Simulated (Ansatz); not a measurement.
## Worked example: correlation energy of PH₂⁺, triplet

Geometry: a point of a stretch scan, not a stationary point.

```yaml
atoms:
  - { symbol: P, position_ang: [0.0000, -0.0504, 0.0155] }
  - { symbol: H, position_ang: [0.0000, 0.9146, -1.7328] }
  - { symbol: H, position_ang: [0.0000, 0.6339, 1.2553] }
```

Basis cc-pVDZ; Ansatz 0.2.0. Correlated methods freeze the noble-gas cores, which leaves 6 electrons in 23 orbitals. Prefix R: restricted or restricted open-shell reference; prefix U: unrestricted.

Full CI is exact within this basis and frozen core; it isn't the basis-set limit. The frozen core follows each run's orbitals, which can shift R against U totals by a few meV.

Runs differ by some tens of microhartree through their thresholds and, for an open shell, their frozen cores, so steps under 0.1 kcal/mol mean nothing.

| level | total energy (hartree) |
| --- | --- |
| UHF | -341.466456 |
| UMP2 | -341.544811 |
| UCCSD | -341.576284 |
| UCCSD(T) | -341.579361 |
| UCCSDT | -341.580628 |
| UCCSDT(Q) | -341.580752 |
| full CI | -341.580774 |

Q: What is the correlation energy at full CI, and what share of it do UMP2 and UCCSD(T) recover?

A: E(corr) = -341.580774 − (-341.466456) = -0.114318 hartree = -3.111 eV. UMP2: -0.078355 / -0.114318 = 68.54 %. UCCSD(T): -0.112905 / -0.114318 = 98.76 %.

Q: By how many kcal/mol does UCCSD(T) miss full CI (1 hartree = 627.509 kcal/mol), and which steps make up the rest?

A: -341.579361 − (-341.580774) = 0.001413 hartree = 0.89 kcal/mol. Steps: UCCSDT − UCCSD(T) = -0.80, UCCSDT(Q) − UCCSDT = -0.08, full CI − UCCSDT(Q) = -0.01 kcal/mol. Differences between like states or geometries often cancel part of this.
